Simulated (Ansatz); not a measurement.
**AlH4 (doublet): from Hartree-Fock to the top rungs at distance Al1–H4 along a hydrogen transfer = 2.279 Å, 6-31G**

Aim: climb from Hartree-Fock through coupled cluster and multireference methods for AlH4 (doublet) at one geometry and basis, and see what each rung misses.

Method: 6-31G, core rule «outside noble gas», up to 5 orbitals frozen; program: Ansatz 0.2.0, Gaussian basis.

Plan: UHF; CCSD(T) on ROHF; CCSD(T) on UHF; BCCD(T) on ROHF; CISD; CCSDT(Q) on ROHF; CCSDT(Q) on UHF; CISDTQ; CCSDTQ on ROHF; CCSDTQ on UHF; CASSCF and MRCISD+Q, 3 electrons in 3 orbitals; CASSCF and NEVPT2, 3 electrons in 3 orbitals; CASSCF and MRCISD+Q, 7 electrons in 8 orbitals; CASSCF and NEVPT2, 7 electrons in 8 orbitals; Full CI.

6 further runs of the same task are left out: 1 for a mislabelled method, 4 that didn't finish, 1 set aside as unsound or not needed.

## (1) The geometry

The geometry derives from fragments relaxed apart (PBE0/def2-TZVP) and kept rigid, so it is no stationary point. A hydrogen atom is moved between rigid fragments.

5 atoms, charge 0, spin multiplicity 2.

Atoms are counted from 1 here; the program's logs count them from 0.

Bond lengths: Al1–H2 1.586 Å, Al1–H3 1.586 Å, H4–H5 0.745 Å. Angles: H2–Al1–H3 120.0°.

## (2) UHF

File in.yaml:

```yaml
crystal:
  periodic: [false, false, false]
  atoms:
    - {symbol: Al, position_ang: [-0.120808, 0.000000, 0.000000]}
    - {symbol: H, position_ang: [-0.913732, 1.373384, 0.000000]}
    - {symbol: H, position_ang: [-0.913732, -1.373384, 0.000000]}
    - {symbol: H, position_ang: [2.158192, 0.000000, 0.000000]}
    - {symbol: H, position_ang: [2.903192, 0.000000, 0.000000]}
basis:
  gaussian: {orbitals: 6-31G}
magnetization: {spin_polarized: true, initial_magnetization: 1}
hamiltonian: {xc: hf}
output: {orbitals: {seedname: orbitals}}
```

Started as:

```bash
$ ansatz run in.yaml --threads 1 --pin off --events-out ev --progress --plain --max-ram 2393MiB
```

After this run come: CCSD(T) on ROHF; CCSD(T) on UHF; BCCD(T) on ROHF; CISD; CCSDT(Q) on ROHF; CCSDT(Q) on UHF; CISDTQ; CCSDTQ on ROHF; CCSDTQ on UHF; CASSCF and MRCISD+Q, 3 electrons in 3 orbitals; CASSCF and NEVPT2, 3 electrons in 3 orbitals; CASSCF and MRCISD+Q, 7 electrons in 8 orbitals; CASSCF and NEVPT2, 7 electrons in 8 orbitals; Full CI.

Before running them: what should the planned runs give, taken together? Wanted: FCI below the RHF energy; RMP2 from FCI; UMP2 from FCI; RCCSD from FCI; RCCSD(T) from FCI; UCCSD(T) from FCI; RCCSDT(Q) from FCI; UCCSDT(Q) from FCI; NEVPT2 pair from FCI.

The runs gave:

| quantity | value |
| --- | --- |
| FCI below the RHF energy | -1.9518 eV |
| RMP2 from FCI | +59.6 kJ/mol |
| UMP2 from FCI | +59.0 kJ/mol |
| RCCSD from FCI | +2.8 kJ/mol |
| RCCSD(T) from FCI | +1.0 kJ/mol |
| UCCSD(T) from FCI | +1.0 kJ/mol |
| RCCSDT(Q) from FCI | 0.0 kJ/mol |
| UCCSDT(Q) from FCI | 0.0 kJ/mol |
| NEVPT2 pair from FCI | +47.0 kJ/mol |
| NEVPT2 valence from FCI | +16.6 kJ/mol |
| MRCISD+Q valence from FCI | +0.9 kJ/mol |
| levels within 1 kcal/mol (43 meV) | RCCSD, UCCSD, RCCSD(T), UCCSD(T), BCCD(T), RCCSDT, UCCSDT, CISDTQ, RCCSDT(Q), UCCSDT(Q), RCCSDTQ, UCCSDTQ, MRCISD valence, MRCISD+Q valence |
| T1 diagnostic | 0.016 |
| effectively unpaired electrons | 1.02 |

**Reading.** RCCSD(T) lands +1.0 kJ/mol from the yardstick (0.5 % of the correlation energy). One determinant dominates. Of the multireference levels listed MRCISD+Q valence comes nearest in total energy (+0.9 kJ/mol), which doesn't show that its space is the better one. These misses are within one basis, not against nature; the frozen cores of restricted and unrestricted runs differ, which can shift their rows.
